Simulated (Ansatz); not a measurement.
Geometry optimisation, RKS r2SCAN-D4/def2-SVP (Ansatz).

Input:

```yaml
crystal:
  periodic: [false, false, false]
  atoms:
    - { symbol: Al, position_ang: [-0.063585, -0.239273, 0.010427] }
    - { symbol: O, position_ang: [-0.056006, -0.272196, 1.769842] }
    - { symbol: H, position_ang: [-0.866383, -0.412078, 2.270799] }
    - { symbol: H, position_ang: [1.362665, -0.265322, -0.657851] }
    - { symbol: H, position_ang: [-1.45908, -0.325082, -0.734355] }
    - { symbol: F, position_ang: [0.088163, 2.463177, 0.989818] }
    - { symbol: H, position_ang: [0.233226, 1.909273, 1.72212] }
basis:
  gaussian: { orbitals: def2-SVP }
hamiltonian:
  xc: r2scan
  dispersion: d4
relax:
  f_tol: 0.03
  max_steps: 50
```

Command:

```bash
$ ansatz run input.yaml --threads 1 --pin off --max-ram 2048MiB --backend cpu --events-out ev --progress --plain --runs-dir out
```

Task: Where does it end, and by what steps?

Result: The run converged. After 18 steps the energy has fallen by 1.345 eV; H7 moved furthest, 1.06 Å. Parted: F6–H7 (0.93 → 2.21 Å). Joined: Al1–F6 (2.88 → 1.70 Å), O2–H7 (2.20 → 0.98 Å).

```
step  energy less start (eV)  largest force component (eV/Å)  accepted
   0                  0.0000                           0.784       yes
   1                 -0.1795                           0.523       yes
   2                 -0.3963                           0.737       yes
   3                 -0.5280                           0.958       yes
   4                 -0.5894                           0.572       yes
   5                 -0.6660                           1.185       yes
   6                 -0.1877                           9.525        no
   7                 -0.8827                           0.989       yes
   8                 -1.0505                           1.088       yes
   9                 -1.1540                           2.820       yes
  10                 -1.2688                           0.865       yes
  11                 -1.0624                           2.558        no
  12                 -1.3236                           0.357       yes
  13                 -1.3215                           0.860        no
  14                 -1.3354                           0.164       yes
  15                 -1.3414                           0.142       yes
  16                 -1.3443                           0.107       yes
  17                 -1.3449                           0.032       yes
  18                 -1.3449                           0.015       yes
```

```xyz
7
Properties=species:S:1:pos:R:3
Al 0.037 0.407 -0.097
O -0.029 0.075 1.888
H -0.856 -0.308 2.218
H 1.398 -0.225 -0.607
H -1.397 -0.156 -0.507
F 0.093 2.067 0.271
H -0.007 0.999 2.204
```

Whether the end is a true minimum wasn't checked by a vibrational analysis.

Run time: 56 s on 1 thread of AMD EPYC 7R43 64-Core Processor (Zen 3) (shared host), peak memory 0.15 GiB.
